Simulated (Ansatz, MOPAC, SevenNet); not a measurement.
## Wurtzite CdS: properties by level of theory

Reference values: lattice constant a 4.136 Å (measured, temperature not stated, not corrected to a static lattice; as tabulated in Biswas et al. (2022), arXiv:2106.08875); lattice parameter c 6.714 Å (measured, temperature not stated, not corrected to a static lattice; as tabulated in Biswas et al. (2022), arXiv:2106.08875); elastic constant C11 83.1 GPa (measured, temperature not stated, no zero-point or thermal correction; as tabulated in Oses et al. (2018), arXiv:1811.08464); elastic constant C44 15.3 GPa (measured, temperature not stated, not corrected to a static lattice; as tabulated in Oses et al. (2018), arXiv:1811.08464); Voigt–Reuss–Hill shear modulus 17.1 GPa (measured, temperature not stated, no zero-point or thermal correction, Hill average of measured single-crystal constants; as tabulated in Oses et al. (2018), arXiv:1811.08464).

| level (code) | equilibrium lattice constant a (Å) | lattice parameter c (Å) | elastic constant C11 (GPa) | elastic constant C44 (GPa) | Voigt–Reuss–Hill shear modulus (GPa) |
|---|---|---|---|---|---|
| PM7 semi-empirical Hartree-Fock (MOPAC) | 4.189 | 6.794 | 161 | 26.7 | 29.4 |
| SevenNet-0 | 4.205 | 6.863 | 70.0 | 11.6 | 13.6 |
| PBE (Ansatz) | 4.196 | 6.830 | 77.8 | 15.0 | 17.3 |

Differences from the reference values (errors of the level alone only where the reference is corrected to a static lattice):

```
level                                    lattice constant a (%)  lattice parameter c (%)  elastic constant C11 (%)  elastic constant C44 (%)  Voigt–Reuss–Hill shear modulus (%)
---------------------------------------  ----------------------  -----------------------  ------------------------  ------------------------  ----------------------------------
PM7 semi-empirical Hartree-Fock (MOPAC)                   +1.28                    +1.19                       +94                       +75                                 +72
SevenNet-0                                                +1.67                    +2.22                     -15.8                       -24                                 -20
PBE                                                       +1.45                    +1.73                      -6.4                      -2.0                                +1.2
```

Nearest: lattice constant a, not ranked (reference at room or unstated temperature); lattice parameter c, not ranked (reference at room or unstated temperature); elastic constant C11, not ranked (reference at room or unstated temperature); elastic constant C44, not ranked (reference at room or unstated temperature); Voigt–Reuss–Hill shear modulus, not ranked (reference at room or unstated temperature).

Machine-learned potentials (SevenNet-0) are trained on DFT data: a solid inside that data is no test of them.

Caveats: the method was fitted mainly to molecules (PM7 semi-empirical Hartree-Fock (MOPAC)); the run uses a supercell at the zone centre in place of a k mesh (PM7 semi-empirical Hartree-Fock (MOPAC)). Ansatz's density-functional and Hartree–Fock values are scalar-relativistic unless marked +SOC, with PAW data made under PBE.

Differences are worked out from the printed values.

The computed numbers hold no vibrational or temperature effects.

Ansatz is a quantum-chemistry and plane-wave program.
